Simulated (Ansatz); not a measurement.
The first iterations of a band of CH3 + CH5B (11 atoms, charge 0, multiplicity 2).

The calculation used UKS B3LYP/def2-SVP (Ansatz).

```json
{
 "movable images": "5",
 "climbing image": "yes",
 "spring": "5.0 eV/Å²",
 "optimiser": "quadratic models (default)",
 "start path": "straight line",
 "force threshold": "0.05 eV/Å",
 "iteration limit": "57",
 "end points": "relaxed"
}
```

First end point:

```xyz
11
Properties=species:S:1:pos:R:3
B -0.051 -0.052 -0.595
H -0.287 -0.247 0.575
C 1.416 0.070 -1.103
H 1.703 -0.988 -1.304
H 1.543 0.603 -2.059
H 2.140 0.438 -0.358
H -0.983 -0.026 -1.365
C -0.002 0.051 3.956
H -0.577 -0.877 3.957
H 1.089 0.016 3.978
H -0.517 1.012 3.918
```

Last end point:

```xyz
11
Properties=species:S:1:pos:R:3
B 0.305 0.458 -0.779
H -0.409 0.437 2.291
C 1.778 0.096 -1.072
H 1.957 -0.996 -1.037
H 1.945 0.392 -2.130
H 2.535 0.612 -0.462
H -0.692 -0.088 -1.185
C -0.470 -0.095 3.253
H -1.022 -1.037 3.119
H 0.544 -0.313 3.618
H -0.995 0.536 3.985
```

| iteration | highest image above the first end (eV) | largest band force component (eV/Å) |
| --- | --- | --- |
| 1 | 3.013 | 4.454 |
| 2 | 2.088 | 3.583 |
| 3 | 1.477 | 1.825 |
| 4 | 0.854 | 3.926 |
| 5 | 0.500 | 1.355 |
| 6 | 0.753 | 5.789 |
| 7 | 0.256 | 1.415 |
| 8 | 0.337 | 2.355 |
| 9 | 0.351 | 0.845 |
| 10 | 0.274 | 0.916 |
| 11 | 0.212 | 0.753 |
| 12 | 0.181 | 0.318 |
| 13 | 0.441 | 2.121 |
| 14 | 0.311 | 3.292 |
| 15 | 0.287 | 1.625 |
| 16 | 0.214 | 1.482 |
| 17 | 0.182 | 1.750 |
| 18 | 0.124 | 0.613 |
| 19 | 0.611 | 2.234 |

Question: Does the band converge within its limit, and where does its top end?

Answer: It did not converge within its limit. It ended after 57 iterations with the highest image 0.017 eV above the first end. The band didn't meet its force threshold, so its energies are provisional: the largest band force was still 1.01 eV/Å, and over the last iterations the top moved between 0.02 and 0.43 eV. Neighbouring images lie up to 2.1 Å apart, so the band is torn or far too coarse.

The run took 17 min on 2 threads of Intel(R) Xeon(R) Platinum 8259CL CPU @ 2.50GHz (Skylake/Cascade Lake), on a shared host, peak memory 0.23 GiB.
